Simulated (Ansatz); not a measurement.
**AlPH₆ (SMILES [AlH3-][PH3+]): energies and forces away from the minimum**

Aim: displace all atoms at random from the minimum and see how well density functionals give the CCSD(T) energy and forces there.

The runs use Ansatz 0.2.0, Gaussian basis; single points with forces in def2-TZVPP.

Levels: PBE-D4, r2SCAN-D4, PBE0-D4, wB97M-V, Hartree-Fock, MP2, CCSD, CCSD(T). Each coordinate is moved by a Gaussian draw of the width named (0.7 of it for atoms other than hydrogen): 0.02, 0.09, 0.02, 0.02 Å.

Correlated methods freeze the cores.

11 further runs of the same task are left out: 11 set aside as unsound or not needed.

## 1. Starting geometry

The minimum, relaxed at PBE0-D4: 8 atoms, charge 0, spin multiplicity 1.

Atoms are counted from 1 here; the program's logs count them from 0.

Bond lengths: Al1–P2 2.514 Å, Al1–H3 1.598 Å, Al1–H4 1.598 Å, Al1–H5 1.598 Å, P2–H6 1.409 Å, P2–H7 1.409 Å, P2–H8 1.409 Å. Angles: P2–Al1–H3 96.8°, P2–Al1–H4 96.8°, P2–Al1–H5 96.8°, H3–Al1–H4 118.6°, H3–Al1–H5 118.6°, H4–Al1–H5 118.6°, Al1–P2–H6 118.9°, Al1–P2–H7 119.0°, Al1–P2–H8 119.0°, H6–P2–H7 98.5°, H6–P2–H8 98.5°, H7–P2–H8 98.5°.

As a file:

```
atom    x (Å)    y (Å)    z (Å)
 Al1  -0.4721   0.1669  -1.3545
  P2   0.3715  -0.1370   0.9946
  H3   0.0300  -1.2407  -1.9201
  H4  -2.0164   0.3347  -0.9800
  H5   0.3798   1.4758  -1.6929
  H6   0.1672   0.8969   1.9305
  H7   1.7503  -0.3402   1.2048
  H8  -0.1181  -1.2134   1.7617
```

Energies of the minimum (eV), from earlier single points: PBE-D4 -15974.86772, r2SCAN-D4 -15981.72924, PBE0-D4 -15976.53492, B3LYP-D4 -15985.01999, wB97M-V -15981.52291, CCSD(T) -15958.76123.

## 2. Structure 1, width 0.02 Å

File ccsdt-tzvpp/in.yaml:

```yaml
crystal:
  periodic: [false, false, false]
  atoms:
    - {symbol: Al, position_ang: [-0.459749, 0.150807, -1.361099]}
    - {symbol: P, position_ang: [0.367695, -0.104959, 0.991752]}
    - {symbol: H, position_ang: [-0.001917, -1.219175, -1.927596]}
    - {symbol: H, position_ang: [-1.986958, 0.381103, -0.960261]}
    - {symbol: H, position_ang: [0.408397, 1.489889, -1.706275]}
    - {symbol: H, position_ang: [0.156623, 0.885576, 1.919751]}
    - {symbol: H, position_ang: [1.741802, -0.325935, 1.201529]}
    - {symbol: H, position_ang: [-0.124380, -1.246367, 1.799783]}
basis:
  gaussian: {orbitals: def2-TZVPP}
correlation: {method: ccsd_t}
output: {forces: true}
```

No record of the launch command was kept for these runs.

Standard output, shortened:

```text
Functional definition: HF
  name "HF"
  cite "Fock, Z. Phys. 61, 126 (1930) doi:10.1007/BF01340294"
  parent pbe
[...]
940 factors; integrals over basis functions are off by at most 1.5e-3 eV
[...]
mean field -15949.66416518 eV, -586.1393469998 hartree, gradient 3.3e-6 eV, S^2 0.000000; 0 other end points of the search recorded, 0 dependent functions left out
10 core orbitals not correlated: weight in the atoms' cores, before any rotation towards them, 1.000 or more for the frozen orbitals, at most 0.000 for the correlated occupied ones
reference -15949.66416518 eV, -586.1393469998 hartree; 7, 7 occupied and 151, 151 virtual orbitals, 940 factors
too little memory for Intel AMX tiles; the run may be slower
second order -7.37034053 eV of doubles, -0.00000000 eV of singles
cycle   1  -8.35704807 eV  change   -9.9e-1 eV  update   7.6e-2
[...]
cycle   9  -8.74219229 eV  change    1.2e-6 eV  update   7.0e-6
perturbative correction -0.25814702 eV, -0.0094867280 hartree
[...]
Total energy: -15958.66450449 eV, -586.4701033688 hartree
Atom 0 at    -0.459749     0.150807    -1.361099 Å, force    -0.071985     0.982717    -0.014449 eV/Å
Atom 1 at     0.367695    -0.104959     0.991752 Å, force    -0.165038    -1.820648     0.562414 eV/Å
Atom 2 at    -0.001917    -1.219175    -1.927596 Å, force     0.161968    -0.485233    -0.189200 eV/Å
Atom 3 at    -1.986958     0.381103    -0.960261 Å, force    -0.008498    -0.047847    -0.050071 eV/Å
Atom 4 at     0.408397     1.489889    -1.706275 Å, force    -0.199904    -0.380383     0.066903 eV/Å
Atom 5 at     0.156623     0.885576     1.919751 Å, force    -0.095521     0.575516     0.446049 eV/Å
Atom 6 at     1.741802    -0.325935     1.201529 Å, force    -0.039273     0.081207    -0.010250 eV/Å
Atom 7 at    -0.124380    -1.246367     1.799783 Å, force     0.418251     1.094670    -0.811395 eV/Å
Dipole moment:     0.295106    -0.133111     0.810890 e Å
```

Wall time 37 s (2 threads, shared host); peak memory 2.2 GiB.

The other levels were run on the same coordinates; their logs were not kept, and their results stand in the tables.

```
   method  RMS force component (eV/Å)  RMS error against CCSD(T) (eV/Å)  angle to CCSD(T) forces (°)  dipole (D)
   PBE-D4                       0.539                             0.212                         21.9        3.99
r2SCAN-D4                       0.543                             0.112                         11.3        4.13
  PBE0-D4                       0.552                             0.092                          9.3        4.13
  wB97M-V                       0.566                             0.045                          4.5        4.07
  CCSD(T)                       0.566                         reference                    reference        4.19
```

## 3. Structure 2, width 0.09 Å

File ccsdt-tzvpp/in.yaml:

```yaml
crystal:
  periodic: [false, false, false]
  atoms:
    - {symbol: Al, position_ang: [-0.474718, 0.220744, -1.352045]}
    - {symbol: P, position_ang: [0.357522, -0.106329, 0.976222]}
    - {symbol: H, position_ang: [0.134478, -1.156548, -1.839264]}
    - {symbol: H, position_ang: [-2.113690, 0.442557, -1.160319]}
    - {symbol: H, position_ang: [0.319209, 1.462984, -1.709152]}
    - {symbol: H, position_ang: [0.015589, 0.828071, 1.952232]}
    - {symbol: H, position_ang: [1.881733, -0.440929, 1.200986]}
    - {symbol: H, position_ang: [-0.001606, -1.160443, 1.759048]}
basis:
  gaussian: {orbitals: def2-TZVPP}
correlation: {method: ccsd_t}
output: {forces: true}
```

Standard output, shortened:

```text
[... 4 set-up lines as earlier in the session ...]
[...]
941 factors; integrals over basis functions are off by at most 1.2e-3 eV
[...]
mean field -15949.22065293 eV, -586.1230482251 hartree, gradient 3.3e-6 eV, S^2 0.000000; 0 other end points of the search recorded, 0 dependent functions left out
10 core orbitals not correlated: weight in the atoms' cores, before any rotation towards them, 1.000 or more for the frozen orbitals, at most 0.000 for the correlated occupied ones
reference -15949.22065293 eV, -586.1230482251 hartree; 7, 7 occupied and 151, 151 virtual orbitals, 941 factors
too little memory for Intel AMX tiles; the run may be slower
second order -7.40389478 eV of doubles, -0.00000000 eV of singles
cycle   1  -8.39223084 eV  change   -9.9e-1 eV  update   7.7e-2
[...]
cycle  10  -8.78669612 eV  change    3.4e-6 eV  update   3.4e-6
perturbative correction -0.26468271 eV, -0.0097269103 hartree
[...]
Total energy: -15958.27203176 eV, -586.4556802619 hartree
Atom 0 at    -0.474718     0.220744    -1.352045 Å, force    -1.298693    -0.612006    -0.121006 eV/Å
Atom 1 at     0.357522    -0.106329     0.976222 Å, force     2.497364    -0.331926     0.201475 eV/Å
Atom 2 at     0.134478    -1.156548    -1.839264 Å, force    -0.075899    -0.200830    -0.089917 eV/Å
Atom 3 at    -2.113690     0.442557    -1.160319 Å, force     0.784306    -0.239152     0.056408 eV/Å
Atom 4 at     0.319209     1.462984    -1.709152 Å, force     0.625426     0.950511    -0.174916 eV/Å
Atom 5 at     0.015589     0.828071     1.952232 Å, force     0.445852     0.435532     0.180598 eV/Å
Atom 6 at     1.881733    -0.440929     1.200986 Å, force    -2.340106     1.050672    -0.346982 eV/Å
Atom 7 at    -0.001606    -1.160443     1.759048 Å, force    -0.638250    -1.052802     0.294341 eV/Å
Dipole moment:     0.309922    -0.111499     0.851302 e Å
```

Run time: 39 s. Hardware: 2 threads, shared host; peak memory 2.2 GiB.

```
   method  RMS force component (eV/Å)  RMS error against CCSD(T) (eV/Å)  angle to CCSD(T) forces (°)  dipole (D)
   PBE-D4                       0.867                             0.219                         14.2        4.13
r2SCAN-D4                       0.874                             0.117                          7.5        4.29
  PBE0-D4                       0.892                             0.095                          6.1        4.30
  wB97M-V                       0.899                             0.047                          3.0        4.25
  CCSD(T)                       0.895                         reference                    reference        4.38
```

## 4. Structure 3, width 0.02 Å

File ccsdt-tzvpp/in.yaml:

```yaml
crystal:
  periodic: [false, false, false]
  atoms:
    - {symbol: Al, position_ang: [-0.477717, 0.195018, -1.351678]}
    - {symbol: P, position_ang: [0.344461, -0.118251, 0.982050]}
    - {symbol: H, position_ang: [0.035353, -1.266757, -1.941631]}
    - {symbol: H, position_ang: [-1.997989, 0.327634, -0.946273]}
    - {symbol: H, position_ang: [0.375543, 1.488038, -1.733188]}
    - {symbol: H, position_ang: [0.178377, 0.853334, 1.909755]}
    - {symbol: H, position_ang: [1.774095, -0.329985, 1.197420]}
    - {symbol: H, position_ang: [-0.130598, -1.220100, 1.714374]}
basis:
  gaussian: {orbitals: def2-TZVPP}
correlation: {method: ccsd_t}
output: {forces: true}
```

Standard output, shortened:

```text
[... 4 set-up lines as earlier in the session ...]
[...]
940 factors; integrals over basis functions are off by at most 1.5e-3 eV
[...]
mean field -15949.66915724 eV, -586.1395304545 hartree, gradient 3.5e-6 eV, S^2 0.000000; 0 other end points of the search recorded, 0 dependent functions left out
10 core orbitals not correlated: weight in the atoms' cores, before any rotation towards them, 1.000 or more for the frozen orbitals, at most 0.000 for the correlated occupied ones
reference -15949.66915724 eV, -586.1395304545 hartree; 7, 7 occupied and 151, 151 virtual orbitals, 940 factors
too little memory for Intel AMX tiles; the run may be slower
second order -7.36633592 eV of doubles, -0.00000000 eV of singles
cycle   1  -8.35281738 eV  change   -9.9e-1 eV  update   7.6e-2
[...]
cycle   9  -8.73720994 eV  change    1.2e-6 eV  update   6.7e-6
perturbative correction -0.25730976 eV, -0.0094559592 hartree
[...]
Total energy: -15958.66367693 eV, -586.4700729565 hartree
Atom 0 at    -0.477717     0.195018    -1.351678 Å, force     0.330621    -0.622891    -0.496939 eV/Å
Atom 1 at     0.344461    -0.118251     0.982050 Å, force     1.500319    -1.137971    -0.390169 eV/Å
Atom 2 at     0.035353    -1.266757    -1.941631 Å, force    -0.217842     0.616958     0.255203 eV/Å
Atom 3 at    -1.997989     0.327634    -0.946273 Å, force    -0.196162     0.063939    -0.012809 eV/Å
Atom 4 at     0.375543     1.488038    -1.733188 Å, force    -0.060200    -0.014493     0.020636 eV/Å
Atom 5 at     0.178377     0.853334     1.909755 Å, force    -0.268748     0.931698     0.865653 eV/Å
Atom 6 at     1.774095    -0.329985     1.197420 Å, force    -1.058264     0.118748    -0.222237 eV/Å
Atom 7 at    -0.130598    -1.220100     1.714374 Å, force    -0.029725     0.044013    -0.019338 eV/Å
Dipole moment:     0.268064    -0.068660     0.841753 e Å
```

Run time: 36 s. Hardware: 2 threads, shared host; peak memory 2.2 GiB.

```
   method  RMS force component (eV/Å)  RMS error against CCSD(T) (eV/Å)  angle to CCSD(T) forces (°)  dipole (D)
   PBE-D4                       0.583                             0.211                         21.1        4.04
r2SCAN-D4                       0.568                             0.112                         11.3        4.19
  PBE0-D4                       0.573                             0.094                          9.4        4.19
  wB97M-V                       0.576                             0.044                          4.4        4.14
  CCSD(T)                       0.572                         reference                    reference        4.26
```

## 5. Structure 4, width 0.02 Å

File ccsdt-tzvpp/in.yaml:

```yaml
crystal:
  periodic: [false, false, false]
  atoms:
    - {symbol: Al, position_ang: [-0.481195, 0.151488, -1.355378]}
    - {symbol: P, position_ang: [0.375939, -0.146097, 0.968938]}
    - {symbol: H, position_ang: [0.015745, -1.271168, -1.925233]}
    - {symbol: H, position_ang: [-2.027149, 0.330750, -1.017358]}
    - {symbol: H, position_ang: [0.355834, 1.481687, -1.696542]}
    - {symbol: H, position_ang: [0.179297, 0.861440, 1.935737]}
    - {symbol: H, position_ang: [1.750956, -0.284330, 1.191253]}
    - {symbol: H, position_ang: [-0.125724, -1.217418, 1.744677]}
basis:
  gaussian: {orbitals: def2-TZVPP}
correlation: {method: ccsd_t}
output: {forces: true}
```

Standard output, shortened:

```text
[... 4 set-up lines as earlier in the session ...]
[...]
941 factors; integrals over basis functions are off by at most 1.6e-3 eV
[...]
mean field -15949.74684665 eV, -586.1423854875 hartree, gradient 3.5e-6 eV, S^2 0.000000; 0 other end points of the search recorded, 0 dependent functions left out
10 core orbitals not correlated: weight in the atoms' cores, before any rotation towards them, 1.000 or more for the frozen orbitals, at most 0.000 for the correlated occupied ones
reference -15949.74684665 eV, -586.1423854875 hartree; 7, 7 occupied and 151, 151 virtual orbitals, 941 factors
too little memory for Intel AMX tiles; the run may be slower
second order -7.36653229 eV of doubles, -0.00000000 eV of singles
cycle   1  -8.35243142 eV  change   -9.9e-1 eV  update   7.6e-2
[...]
cycle   9  -8.73568379 eV  change    1.2e-6 eV  update   6.6e-6
perturbative correction -0.25707708 eV, -0.0094474084 hartree
[...]
Total energy: -15958.73960751 eV, -586.4728633539 hartree
Atom 0 at    -0.481195     0.151488    -1.355378 Å, force     0.042289     0.047909    -0.363384 eV/Å
Atom 1 at     0.375939    -0.146097     0.968938 Å, force    -0.128480     0.073472     0.671446 eV/Å
Atom 2 at     0.015745    -1.271168    -1.925233 Å, force    -0.041759     0.203154     0.067029 eV/Å
Atom 3 at    -2.027149     0.330750    -1.017358 Å, force    -0.003849    -0.028415     0.032668 eV/Å
Atom 4 at     0.355834     1.481687    -1.696542 Å, force    -0.055113    -0.176311     0.009908 eV/Å
Atom 5 at     0.179297     0.861440     1.935737 Å, force    -0.114204     0.025844    -0.182598 eV/Å
Atom 6 at     1.750956    -0.284330     1.191253 Å, force     0.104657    -0.211842    -0.063987 eV/Å
Atom 7 at    -0.125724    -1.217418     1.744677 Å, force     0.196459     0.066190    -0.171082 eV/Å
Dipole moment:     0.309171    -0.115753     0.834747 e Å
```

Wall time 39 s (2 threads, shared host); peak memory 2.2 GiB.

```
   method  RMS force component (eV/Å)  RMS error against CCSD(T) (eV/Å)  angle to CCSD(T) forces (°)  dipole (D)
   PBE-D4                       0.160                             0.215                         74.9        4.09
r2SCAN-D4                       0.130                             0.114                         35.6        4.24
  PBE0-D4                       0.136                             0.095                         28.1        4.24
  wB97M-V                       0.203                             0.044                         12.4        4.19
  CCSD(T)                       0.191                         reference                    reference        4.31
```

## 6. All structures together

Energy above the minimum (kcal/mol):

```
structure  width (Å)  PBE-D4  r2SCAN-D4  PBE0-D4  wB97M-V  Hartree-Fock   MP2  CCSD  CCSD(T)
        1       0.02     1.9        2.1      2.1      2.2           2.6   2.4   2.3      2.2
        2       0.09    10.2       10.8     11.0     11.2          12.8  11.8  11.5     11.3
        3       0.02     2.0        2.1      2.1      2.3           2.5   2.3   2.3      2.2
        4       0.02     0.3        0.4      0.4      0.5           0.7   0.5   0.5      0.5
```

Miss and cost, level by level (times from a shared host):

```
      method  mean energy error from CCSD(T) (kcal/mol)        mean time a point
      PBE-D4                                        0.4                   0.99 s
   r2SCAN-D4                                        0.2                    1.6 s
     PBE0-D4                                        0.1                    1.3 s
     wB97M-V                                        0.0                    3.4 s
Hartree-Fock                                        0.6  part of the CCSD(T) run
         MP2                                        0.2  part of the CCSD(T) run
        CCSD                                        0.1  part of the CCSD(T) run
     CCSD(T)                                          0                     38 s
```

The best functional, wB97M-V, misses by 0.0 kcal/mol and takes 3.4 s a point, against 38 s for CCSD(T).

## 7. Results

| quantity | value |
| --- | --- |
| energy above the minimum, CCSD(T) | 2.2, 11.3, 2.2, 0.5 kcal/mol |
| mean energy error | PBE-D4 0.4, r2SCAN-D4 0.2, PBE0-D4 0.1, wB97M-V 0.0, Hartree-Fock 0.6, MP2 0.2, CCSD 0.1 kcal/mol |
| mean RMS force error | PBE-D4 0.214, r2SCAN-D4 0.114, PBE0-D4 0.094, wB97M-V 0.045 eV/Å |
| largest T1 diagnostic | 0.013 |

wB97M-V gives the best energies and Hartree-Fock the worst. For forces wB97M-V is best, off by 8 % of the typical force, and PBE-D4 worst (39 %); with few structures and a triple-zeta reference, gaps of a few points rank nothing.
